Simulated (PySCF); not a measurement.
## Core-level binding energies of `C#CC[c+]1cc1`

C₆H₅ (charge +1).
Cartesian coordinates in Å at the PBE0-D3(BJ)/def2-SVP level; atoms count from 1:
```
atom  x, y, z in Å
C1    -1.8630    1.0489    1.5035
C2    -1.4190    0.2657    0.6969
C3    -0.8392   -0.6625   -0.2700
C4     0.5996   -0.3403   -0.2776
C5     1.8579   -0.4901    0.2507
C6     1.6437    0.4329   -0.7216
H7    -2.2857    1.7360    2.2183
H8    -1.2667   -0.5121   -1.2749
H9    -0.9935   -1.7097    0.0366
H10    2.5436   -0.9820    0.9447
H11    2.0331    1.2184   -1.3735
```

Theory: delta-SCF UKS SCAN, pcX-2 on the ionised atom, pcseg-1 elsewhere, spin-free X2C (PySCF). Binding energies are ΔSCF values: E(core-ionised, relaxed orbitals) − E(ground state) at a fixed geometry, referred to the vacuum level.

What binding energy does each computed site have?

| atom(s) | environment | level | binding energy (eV) | above the level's lowest (eV) | count |
| --- | --- | --- | --- | --- | --- |
| C3 | propargylic carbon | C 1s | 297.56 | +2.64 | 1 |
| C2 | alkyne carbon | C 1s | 295.32 | +0.40 | 1 |
| C1 | terminal alkyne carbon | C 1s | 294.92 | 0.00 | 1 |

Lowest listed C 1s: C1, bonded to C (triple bond) and H. Highest, 2.64 eV above it: C3, bonded to 2 C and 2 H. Summing the Pauling electronegativity differences to the bonded atoms, each weighted by its formal bond order, gives -0.35 for the lowest site and -0.70 for the highest; the largest sum, 0.00, belongs to C2, 2.24 eV below the top. The smallest sum, -0.70, belongs to C3, 2.64 eV above the lowest.

Which photon energy gives electrons from C 1s of C2 a kinetic energy of 150 eV, and what is their de Broglie wavelength?

hν = 295.32 + 150 = 445.32 eV, recoil neglected; λ = 12.264 Å/√(E/eV) = 1.00 Å.

The list is incomplete; no value stands for C 1s of C4, C5, C6 (hole states with ⟨S²⟩ of 1 or more are left out). Spin contamination (⟨S²⟩ against 0.75 for a pure doublet) is marked for C 1s of C1 (0.86) and C 1s of C2 (0.86), which makes these values less certain. The species carries charge +1, so core ionisation leaves charge +2. One conformer (not necessarily the lowest) at the PBE0-D3(BJ)/def2-SVP geometry, without solvent, vibrations or thermal averaging.

Time: 78 s wall. Hardware: one thread of an x86-64 server, shared host.
